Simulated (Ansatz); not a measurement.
# CF2 (SMILES F[C]F): levels of theory compared

Aim: a comparison of 6 runs (HF/STO-3G, B2PLYP/STO-3G, PBE/STO-3G, UPBE/STO-3G, UPBE0/STO-3G, r2SCAN0/STO-3G) of CF2. 

The calculation is run with Ansatz 0.2.0.

40 further runs of the same task are left out: 4 that didn't finish, 36 set aside as unsound or not needed.

## (1) The molecule

The species is CF2 (3 atoms), meant as a singlet with charge 0. As SMILES, `F[C]F`. The C2–F1 distance was set to 2.639 Å, away from the relaxed value. At this shape a bond of the SMILES string is far longer than usual.

Bond lengths: C2–F3 1.320 Å.

## (2) The energy at HF/STO-3G (run 1)

in.yaml

```yaml
crystal:
  periodic: [false, false, false]
  atoms:
    - symbol: F
      position_ang: [0.467058, 2.337743, 0.515805]
    - symbol: C
      position_ang: [0.326820, -0.272180, 0.149730]
    - symbol: F
      position_ang: [-0.723760, -0.760620, -0.482500]
basis:
  gaussian:
    orbitals: STO-3G
hamiltonian:
  xc: hf
accuracy: high
```

On the command line:

```console
$ ansatz run in.yaml --threads 1 --pin off --max-ram 2610MiB --events-out events.jsonl --progress --plain --runs-dir runs
```

The program printed:

```text
Warning: RAYON_NUM_THREADS=1 ignored (pool sized by the plan → 1); use --threads N
Functional definition: HF
  name "HF"
  exchange = exact_x
  correlation = 0
231 factors; integrals over basis functions are off by at most 4.1e-8 eV
mean field evaluation 1: about -6334.4933 eV, gradient 1.9e1 eV
mean field evaluation 2: about -6334.5261 eV, gradient 1.9e1 eV
mean field evaluation 4: about -6336.1319 eV, gradient 9.8e0 eV
mean field evaluation 8: about -6339.5075 eV, gradient 1.3e1 eV
mean field evaluation 16: about -6341.7138 eV, gradient 1.7e-4 eV
mean field -6341.71381726 eV, -233.0536842162 hartree, gradient 2.6e-8 eV, S^2 0.000000; 0 other end points of the search recorded, 0 dependent functions left out
reference -6341.71381726 eV, -233.0536842162 hartree; 12, 12 occupied and 3, 3 virtual orbitals, 231 factors
Total energy: -6341.71381726 eV, -233.0536842162 hartree
```

Wall time 0.08 s (1 thread of Arm Neoverse V1, shared host).

## (3) A single-point energy at B2PLYP/STO-3G (run 2)

job.yaml

```yaml
crystal:
  periodic: [false, false, false]
  atoms:
    - {symbol: F, position_ang: [0.467058, 2.337743, 0.515805]}
    - {symbol: C, position_ang: [0.326820, -0.272180, 0.149730]}
    - {symbol: F, position_ang: [-0.723760, -0.760620, -0.482500]}
basis:
  gaussian:
    orbitals: STO-3G
correlation:
  frozen_orbitals: {C: 1, F: 1}
accuracy: high
hamiltonian:
  xc: {name: B2PLYP}
```

On the command line:

```console
$ ansatz run job.yaml --threads 1 --pin off --max-ram 2610MiB --events-out events.jsonl --progress --plain --runs-dir runs
```

The program printed (excerpt; [...] marks lines left out):

```text
Warning: RAYON_NUM_THREADS=1 ignored (pool sized by the plan → 1); use --threads N
Functional definition: B2PLYP
  name "B2PLYP"
[...]
231 factors; integrals over basis functions are off by at most 4.1e-8 eV
[...]
mean field -6360.45393484 eV, -233.7423708348 hartree, gradient 2.4e-8 eV, S^2 0.000000; 2 other end points of the search recorded, 0 dependent functions left out; unrestricted orbitals would lower it
3 core orbitals not correlated: weight in the atoms' cores, before any rotation towards them, 1.000 or more for the frozen orbitals, at most 0.000 for the correlated occupied ones
reference -6360.45394502 eV, -233.7423712091 hartree; 9, 9 occupied and 3, 3 virtual orbitals, 231 factors
second order -10.48637534 eV of doubles, -0.00000000 eV of singles
Total energy: -6363.28526636 eV, -233.8464203492 hartree
```

Run time: 1.2 s. Hardware: 1 thread of Arm Neoverse V1, shared host.

## (4) A single-point energy at PBE/STO-3G (run 3)

input.yaml

```yaml
basis:
  gaussian:
    orbitals: STO-3G
crystal:
  periodic: [false, false, false]
  atoms:
    - {symbol: F, position_ang: [0.467058, 2.337743, 0.515805]}
    - {symbol: C, position_ang: [0.326820, -0.272180, 0.149730]}
    - {symbol: F, position_ang: [-0.723760, -0.760620, -0.482500]}
hamiltonian:
  xc: pbe
accuracy: high
```

On the command line:

```console
$ ansatz run input.yaml --threads 1 --pin off --max-ram 2610MiB --events-out events.jsonl --progress --plain --runs-dir runs
```

The program printed (excerpt; [...] marks lines left out):

```text
Warning: RAYON_NUM_THREADS=1 ignored (pool sized by the plan → 1); use --threads N
Functional definition: PBE
  name "PBE"
[...]
231 factors; integrals over basis functions are off by at most 4.1e-8 eV
[...]
mean field -6364.66463706 eV, -233.8971112873 hartree, gradient 1.4e-8 eV, S^2 0.000000; 8 other end points of the search recorded, 0 dependent functions left out
reference -6364.66463786 eV, -233.8971113169 hartree; 12, 12 occupied and 3, 3 virtual orbitals, 231 factors
Total energy: -6364.66463786 eV, -233.8971113169 hartree
```

It took 2.1 s on 1 thread of Arm Neoverse V1, shared host.

Runs 4 to 5 aren't shown in full; the table further down has their settings and results.

## (5) The energy at r2SCAN0/STO-3G (run 6)

input.yaml: that of step 4 with these lines changed.

```diff
@@ -10,3 +10,3 @@
 hamiltonian:
-  xc: pbe
+  xc: {name: r2SCAN0}
 accuracy: high
```

On the command line:

```console
$ ansatz run input.yaml --threads 1 --pin off --max-ram 2610MiB --events-out events.jsonl --progress --plain --runs-dir runs
```

The program printed:

```text
Warning: RAYON_NUM_THREADS=1 ignored (pool sized by the plan → 1); use --threads N
Functional definition: r2SCAN0
  name "r2SCAN0"
  parameter a = 0.25
  parameter k0 = 0.174
  parameter k1 = 0.065
  parameter a1 = 4.9479
  exchange = (1 - a)*r2scan_x(k0 = k0, k1 = k1, a1 = a1) + a*exact_x
  correlation = r2scan_c
231 factors; integrals over basis functions are off by at most 4.1e-8 eV
mean field evaluation 1: about -6358.0737 eV, gradient 1.3e1 eV
mean field evaluation 2: about -5972.9175 eV, gradient 3.5e1 eV
mean field evaluation 4: about -6358.0069 eV, gradient 9.7e0 eV
mean field evaluation 8: about -6367.3093 eV, gradient 3.2e-1 eV
mean field evaluation 16: about -6367.2907 eV, gradient 1.6e-8 eV
mean field -6367.29069780 eV, -233.9936172397 hartree, gradient 1.6e-8 eV, S^2 0.000000; 1 other end points of the search recorded, 0 dependent functions left out
reference -6367.29069792 eV, -233.9936172439 hartree; 12, 12 occupied and 3, 3 virtual orbitals, 231 factors
Total energy: -6367.29069792 eV, -233.9936172439 hartree
```

Wall time 1.8 s (1 thread of Arm Neoverse V1, shared host); peak memory 0.11 GiB.

## (6) The series

```
run           level  frozen core orbitals  energy (Eh)  wall time
  1       HF/STO-3G                     –  -233.053684     0.08 s
  2   B2PLYP/STO-3G                     3  -233.846420      1.2 s
  3      PBE/STO-3G                     –  -233.897111      2.1 s
  4     UPBE/STO-3G                     –  -233.911535      7.5 s
  5    UPBE0/STO-3G                     –  -233.949039      4.5 s
  6  r2SCAN0/STO-3G                     –  -233.993617      1.8 s
```

## (7) Summary of results

| quantity | value |
| --- | --- |
| run 6: total energy | -233.99362 Eh |

Totals of different functionals can't be ranked against each other. In run 2 the log says that unrestricted orbitals would lower the reference, so the values rest on an unstable closed-shell determinant (other closed-shell runs at this shape may share the fault). In runs 1, 2, 3, 4, 5, 6 the basis is minimal, so the values are rough. In runs 1, 2, 3, 6 a closed-shell determinant meets a far-stretched bond, which it describes badly. Spin contamination of the reference: run 5 ⟨S²⟩ = 0.93, run 4 ⟨S²⟩ = 0.72. Where it is this large, the reference is a mixture of spin states, and values that rest on it are in doubt. All runs together took 17 s, the longest 7.5 s.
